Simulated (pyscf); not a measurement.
H₃C–Zn–SH + H₂Se → H₃C–Zn–SeH + H₂S, a four-centre exchange (singlet surface; S–Zn, H–Se broken, Se–Zn, H–S formed). PySCF, gas phase, ωB97X-D3(BJ)/def2-SVP geometries. Energies in kcal/mol from the separated reactants.

AM1 to PM7: differences of heats of formation from MOPAC, which are fitted to 298 K values and so differ in kind from electronic energies by zero-point and thermal terms. 

### Question
In single points PM6 puts the saddle at 25.0 kcal/mol and the reaction energy at +3.1 kcal/mol. Should these be trusted to within a few kcal/mol? Compare with ωB97M-D3(BJ)/def2-TZVP.

### Answer
ωB97M-D3(BJ)/def2-TZVP gives ΔE‡ = 8.5 kcal/mol and ΔE = -3.6 kcal/mol. PM6 lies 16.5 kcal/mol over it in the barrier and 6.7 kcal/mol over it in the reaction energy, so on this step it does not hold to within 3.0 kcal/mol. ωB97M-D3(BJ)/def2-TZVP has limits of its own. On the reactant side the descent ends in an adduct with a Se–Zn contact, 9.1 kcal/mol under the separated species and 13.2 kcal/mol under the saddle at ωB97X-D3(BJ)/def2-TZVP. On the product side the descent ends in a bound adduct (not fully relaxed), 8.7 kcal/mol under the separated species and 17.4 kcal/mol under the saddle at ωB97X-D3(BJ)/def2-TZVP. What is counted as formed (Se–Zn) is already present as a longer contact in the reactant adduct; forming that adduct is a step of its own. At ωB97X-D3(BJ)/def2-TZVP the barrier from the zero used here is 4.0 kcal/mol. One saddle was located; it need not be the lowest between these sides. In the def2 sets elements up to Kr have no core potential.
